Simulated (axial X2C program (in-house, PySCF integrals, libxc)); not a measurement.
**Ionising MgCl**

All values come from calculations with an in-house relativistic program for diatomic molecules, spin-free (one-electron X2C) or two-component (2c: spin–orbit coupling with atomic mean-field Coulomb and Gaunt terms, which also bring small scalar terms), in Dyall basis sets with cores contracted in-house; open shells are unrestricted.

Basis sets: Cl dyall-av3z, Mg dyall-cv3z. Frozen shells (counts by l): MgCl Cl 2s1p, Mg 2s1p, 9 electrons correlated; MgCl⁺ Cl 2s1p, Mg 2s1p, 8 electrons correlated. Coupled cluster in natural virtuals with an MP2 remainder. Where the outer core of a metal is frozen, bonds come out longer and ionisation energies lower.

```json
{"Hamiltonian": "spin-free", "level": "HF", "MgCl state": "M_S = 1/2, Λ = 0", "Re (Å)": "2.212", "ωe (cm⁻¹)": "465.4", "De (eV)": "2.88"}
{"Hamiltonian": "spin-free", "level": "PBE0", "MgCl state": "M_S = 1/2, Λ = 0", "Re (Å)": "2.207", "ωe (cm⁻¹)": "456.2", "De (eV)": "3.37"}
{"Hamiltonian": "spin-free", "level": "MP2", "MgCl state": "M_S = 1/2, Λ = 0", "Re (Å)": "2.217", "ωe (cm⁻¹)": "458.6", "De (eV)": "3.59"}
{"Hamiltonian": "2c", "level": "HF", "MgCl state": "Ω = 1/2", "Re (Å)": "2.213", "ωe (cm⁻¹)": "465.2", "De (eV)": "2.82"}
{"Hamiltonian": "2c", "level": "PBE0", "MgCl state": "Ω = 1/2", "Re (Å)": "2.207", "ωe (cm⁻¹)": "456.1", "De (eV)": "3.36"}
{"Hamiltonian": "2c", "level": "MP2", "MgCl state": "Ω = 1/2", "Re (Å)": "2.218", "ωe (cm⁻¹)": "458.5", "De (eV)": "3.55"}
{"Hamiltonian": "2c", "level": "CCSD", "MgCl state": "Ω = 1/2", "Re (Å)": "2.215", "ωe (cm⁻¹)": "460.0", "De (eV)": "3.11"}
{"Hamiltonian": "2c", "level": "CCSD(T)", "MgCl state": "Ω = 1/2", "Re (Å)": "2.218", "ωe (cm⁻¹)": "456.9", "De (eV)": "3.21"}
```

Adiabatic ionisation energy (minimum to minimum, no zero-point term) and constants of MgCl⁺:

| Hamiltonian | level | MgCl⁺ state | IE (eV) | Re (Å) | ωe (cm⁻¹) | De (eV) | fragments |
| --- | --- | --- | --- | --- | --- | --- | --- |
| spin-free | HF | M_S = 0, Λ = 0 | 7.54 | 2.104 | 578.3 | 1.96 | Cl + Mg+ |
| spin-free | PBE0 | M_S = 0, Λ = 0 | 7.79 | 2.104 | 559.9 | 3.13 | Cl + Mg+ |
| spin-free | MP2 | M_S = 0, Λ = 0 | 7.58 | 2.117 | 560.4 | 3.28 | Cl + Mg+ |
| 2c | HF | Ω = 0 | 7.54 | 2.105 | 578.2 | 1.90 | Cl + Mg+ |
| 2c | PBE0 | Ω = 0 | 7.79 | 2.104 | 559.7 | 3.12 | Cl + Mg+ |
| 2c | MP2 | Ω = 0 | 7.58 | 2.117 | 560.3 | 3.24 | Cl + Mg+ |
| 2c | CCSD | Ω = 0 | 7.60 | 2.115 | 560.9 | 3.05 | Cl + Mg+ |
| 2c | CCSD(T) | Ω = 0 | 7.60 | 2.119 | 555.7 | 3.15 | Cl + Mg+ |

Problem. Add the zero-point terms to the ionisation energy at CCSD(T), 2c, and say whether the electron removed was bonding.

Solution. IE0 = IE + (ωe⁺ − ωe)/2 = 7.60 + (0.006) = 7.61 eV. Re changes by -0.099 Å, so the bond shortens, as on loss of an antibonding or a polarising non-bonding electron.

Problem. Close the cycle De(MgCl⁺) + IE(MgCl) = De(MgCl) + IE(Mg) to find the atomic ionisation energy at CCSD(T), 2c.

Solution. IE(Mg) = 3.15 + 7.60 − 3.21 = 7.54 eV, for the determinants used.

Each entry is the lowest single determinant of a limited PBE0 search at one distance. De goes to single-determinant-based atoms at the same level (for ions the charge split of lowest energy) and is withheld (n/a) where an atom does not fit its ground term or J level. Main or longest-lived isotopes. Some light 2c atoms are not at their ground J level, so De misses part of their lowering (0.04 eV or less). The functionals have no current term, which raises determinants with orbital currents.
